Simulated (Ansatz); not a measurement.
Species: P₂ (charge -1, doublet). SMILES of the parent species: P#P

Atoms: P1, P2. Bonds: P1-P2.

Bond lengths (Å) and angles (degrees) optimised at HF/6-31G* with Ansatz (a program for electronic structure); PBE/6-31G* with Ansatz; B3LYP/LANL2DZ with Ansatz; MP2/6-31G* with Ansatz, each started from the B3LYP-D3(BJ)/def2-TZVP structure (Ansatz) of the last column. A row stands for all coordinates that are equal there. 6-31G* holds six Cartesian d functions.

```tsv
coordinate	HF/6-31G*	PBE/6-31G*	B3LYP/LANL2DZ	MP2/6-31G*	B3LYP-D3(BJ)/def2-TZVP
P1-P2	2.019	2.013	2.113	1.918	1.982
```

Mean signed difference of all 1 bond lengths from B3LYP-D3(BJ)/def2-TZVP: HF/6-31G* 0.036 Å, PBE/6-31G* 0.031 Å, B3LYP/LANL2DZ 0.130 Å, MP2/6-31G* -0.064 Å.
